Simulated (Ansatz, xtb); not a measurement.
## C4H5PS: which of two isomers lies lower

We compare X, `CC1=PC=CS1`, a singlet, with Y, `CC1=CSC=P1`, a singlet. Both are isolated molecules in the gas phase, relaxed with PBE-D3(BJ)/def2-SVP.

Quicker runs give these differences E(Y) − E(X): GFN2-xTB −0.54 kcal/mol; HF/STO-3G −0.19 kcal/mol (at GFN2-xTB geometries); r2SCAN-D4/def2-SVP +0.53 kcal/mol (at GFN2-xTB geometries).

**Question.** Which of the two would you expect CCSD(T)/def2-SVP + ΔMP2/def2-TZVPP electronic energies to favour?

**Answer.** Too close to call at this level: CCSD(T)/def2-SVP + ΔMP2/def2-TZVPP gives E(Y) − E(X) = −0.02 kcal/mol.

Level by level:

| level | geometry | E(Y) − E(X) (kcal/mol) | departure from the last row (kcal/mol) | job, with rough time for the two |
| --- | --- | --- | --- | --- |
| GFN2-xTB | GFN2-xTB | −0.54 | −0.52 | optimisation, 0.31 s |
| HF/STO-3G | GFN2-xTB | −0.19 | −0.17 | single point, 0.92 s |
| r2SCAN-D4/def2-SVP | GFN2-xTB | +0.53 | +0.55 | single point, 5 s |
| PBE-D3(BJ)/def2-SVP | PBE-D3(BJ)/def2-SVP | +0.46 | +0.48 | optimisation, 31 s |
| HF/def2-SVP | PBE-D3(BJ)/def2-SVP | +0.32 | +0.34 | part of the CCSD(T) run |
| MP2/def2-SVP | PBE-D3(BJ)/def2-SVP | +0.43 | +0.45 | part of the CCSD(T) run |
| CCSD(T)/def2-SVP | PBE-D3(BJ)/def2-SVP | +0.23 | +0.25 | single point |
| CCSD(T)/def2-SVP + ΔMP2/def2-TZVPP | PBE-D3(BJ)/def2-SVP | −0.02 |  | single point, 56 s |

As drawn, both hold the same kinds of bond in the same numbers.

The largest departure from CCSD(T)/def2-SVP + ΔMP2/def2-TZVPP is that of r2SCAN-D4/def2-SVP, 0.55 kcal/mol. The last row adds to CCSD(T) the change of the MP2 difference between the two basis sets, here −0.25 kcal/mol.

With thermal terms from frequencies at re-optimised GFN2-xTB minima (ideal gas, soft modes damped towards free rotors, one conformer each, 298.15 K, 1 atm): the zero-point term adds −0.03 kcal/mol; ΔH is 0.00 and ΔG −0.20 kcal/mol.

The correlated steps freeze 14 core orbitals. Codes used: Ansatz 0.2.0, xtb 6.7.1; the last row on 2 threads of Intel(R) Xeon(R) Processor @ 2.70GHz on a shared host.
